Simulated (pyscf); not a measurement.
H₂B–O–GeH₃ (SMILES B[O][GeH3]) + NH₃ (SMILES N) → HO–GeH₃ (SMILES [OH][GeH3]) + H₂B–NH₂ (SMILES BN) (four-centre exchange; singlet surface; B–O, H–N broken, H–O, B–N formed). PySCF, gas phase, ωB97X-D3(BJ)/def2-SVP geometries. Energies in eV from the separated reactants.

```json
[
 {"level": "r²SCAN/def2-TZVP", "barrier": "?", "reaction energy": "?"},
 {"level": "B3LYP-D3(BJ)/def2-TZVP", "barrier": "0.49", "reaction energy": "+0.02"},
 {"level": "PBE0-D3(BJ)/def2-TZVP", "barrier": "0.26", "reaction energy": "-0.03"},
 {"level": "M06-2X/def2-TZVP", "barrier": "0.38", "reaction energy": "+0.03"},
 {"level": "ωB97M-D3(BJ)/def2-TZVP", "barrier": "?", "reaction energy": "0.00"},
 {"level": "HF/def2-TZVP", "barrier": "1.25", "reaction energy": "+0.07"}
]
```

Question: Some entries are withheld; supply them.

Answer: 
- r²SCAN/def2-TZVP, barrier: 0.32
- r²SCAN/def2-TZVP, reaction energy: 0.00
- ωB97M-D3(BJ)/def2-TZVP, barrier: 0.44

The functionals in the table span 0.22 eV in this barrier, from PBE0-D3(BJ) to B3LYP-D3(BJ). On the reactant side the descent ends in an adduct with a B–N contact, 0.64 eV under the separated species and 1.08 eV under the saddle at ωB97X-D3(BJ)/def2-TZVP. What is counted as formed (B–N) is already present as a longer contact in the reactant adduct; forming that adduct is a step of its own. The products may also form a dative adduct at H₂B–NH₂; it and routes through it were not searched. This is the saddle that the search found; another between the same sides may lie lower. Elements up to Kr have no core potential and no relativistic terms here.
